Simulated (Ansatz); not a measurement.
The input, for Ansatz 0.2.0:

```yaml
crystal:
  periodic: [false, false, false]
  atoms:
    - {symbol: As, position_ang: [0.000000, 0.000000, 0.000000]}
    - {symbol: H, position_ang: [0.270354, 0.980803, 1.322816]}
    - {symbol: H, position_ang: [-0.957546, -1.069929, 0.850450]}
    - {symbol: H, position_ang: [0.157024, 1.248386, -1.096259]}
    - {symbol: H, position_ang: [0.530168, -1.159260, -1.077008]}
basis:
  gaussian: {orbitals: aug-cc-pVDZ}
total_charge: -1
magnetization: {spin_polarized: false, initial_magnetization: 4}
correlation: {active_space: {ras: {orbitals: [3, 4, 51], electrons: 10, max_holes: 2, max_particles: 2}, fixed_orbitals: true}}
```

```sh
$ ansatz run in.yaml --threads 1 --pin off --events-out ev --progress --plain --max-ram 2393MiB
```

The program prints:

```
758 factors; integrals over basis functions are off by at most 9.3e-4 eV
mean field evaluation 1: about -60843.3685 eV, gradient 2.5e1 eV
mean field evaluation 2: about -60843.3706 eV, gradient 2.5e1 eV
mean field evaluation 4: about -60848.3929 eV, gradient 1.6e0 eV
mean field evaluation 8: about -60848.4451 eV, gradient 1.9e-3 eV
mean field evaluation 16: about -60848.4513 eV, gradient 3.8e-1 eV
mean field evaluation 32: about -60848.4596 eV, gradient 1.8e-2 eV
mean field evaluation 64: about -60848.3051 eV, gradient 6.6e-5 eV
mean field evaluation 96: about -60848.4585 eV, gradient 6.7e-2 eV
mean field evaluation 128: about -60848.4583 eV, gradient 6.9e-2 eV
mean field evaluation 160: about -60848.4588 eV, gradient 1.4e-1 eV
mean field evaluation 192: about -60848.0729 eV, gradient 4.1e0 eV
mean field evaluation 224: about -60848.4588 eV, gradient 9.3e-2 eV
a density is far from that of the atoms, so the factors are made again for it
769 factors; integrals over basis functions are off by at most 9.3e-4 eV
mean field evaluation 256: about -60848.3929 eV, gradient 1.6e0 eV
mean field evaluation 288: about -60848.4594 eV, gradient 4.3e-2 eV
mean field evaluation 320: about -60848.3057 eV, gradient 2.2e-2 eV
mean field evaluation 352: about -60848.4588 eV, gradient 3.4e-2 eV
mean field evaluation 384: about -60848.4583 eV, gradient 6.9e-2 eV
mean field evaluation 416: about -60848.4445 eV, gradient 5.8e-1 eV
mean field evaluation 448: about -60847.1157 eV, gradient 3.0e0 eV
mean field evaluation 480: about -60848.4594 eV, gradient 3.4e-2 eV
mean field -60848.45961369 eV, -2236.1396462359 hartree, gradient 6.3e-8 eV, S^2 6.000000; 20 other end points of the search recorded, 0 dependent functions left out
reference -60848.45961369 eV, -2236.1396462359 hartree; 21, 17 occupied and 51, 55 virtual orbitals, 769 factors
state -60853.44401729 eV, -2236.3228196895 hartree
Total energy: -60853.44401729 eV, -2236.3228196895 hartree
```

Natural occupations: 1.9704 1.9403 1.9398 1.0166 0.9932 0.9872 0.9779 0.0375 0.0357 0.0128 0.0106 0.0096 0.0093 0.0081 0.0077 0.0064 0.0052 0.0048 0.0035 0.0030 0.0018 0.0018 0.0017 0.0016.

Ran on 1 thread of Arm Neoverse V1, shared host: 74 s wall, 0.3 GiB peak host memory.
